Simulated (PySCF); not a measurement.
Isomers of C5H5Cl, one GFN2-xTB conformer each. Single-point energies are computed at PBE0/pcSseg-1 (PySCF, gas phase, no added dispersion term), electronic only.

```
       SMILES  GFN2-xTB relative energy (kcal/mol)
  C#C/C=C\CCl                                  0.0
CC1=CC/1=C\Cl                                 10.0
```

Conformers: `[CH:1]#[C:2]/[CH:3]=[CH:4]\[CH2:5][Cl:6]` with C3–C4–C5–Cl6 113°.

Task: What does PBE0/pcSseg-1 give for the same structures?

Result: 
```csv
SMILES,PBE0/pcSseg-1 E (Eh),PBE0/pcSseg-1 (kcal/mol),GFN2-xTB (kcal/mol),point group
C#C/C=C\CCl,-653.21503,0.0,0.0,C1
CC1=CC/1=C\Cl,-653.19792,10.7,10.0,Cs
```

Both levels put the same isomer lowest. As drawn, the lower has a C≡C bond, which the higher lacks; the higher has a three-membered ring, which the lower lacks.

Task: Which frontier levels, dipoles and rotational constants go with these structures?

Result: 
| SMILES | HOMO (eV, PBE0/pcSseg-1) | LUMO (eV) | dipole (D) | A, B, C (MHz) |
| --- | --- | --- | --- | --- |
| C#C/C=C\CCl | -7.35 | -1.38 | 1.91 | 6287, 1438, 1264 |
| CC1=CC/1=C\Cl | -5.90 | -0.47 | 4.43 | 12020, 1259, 1148 |
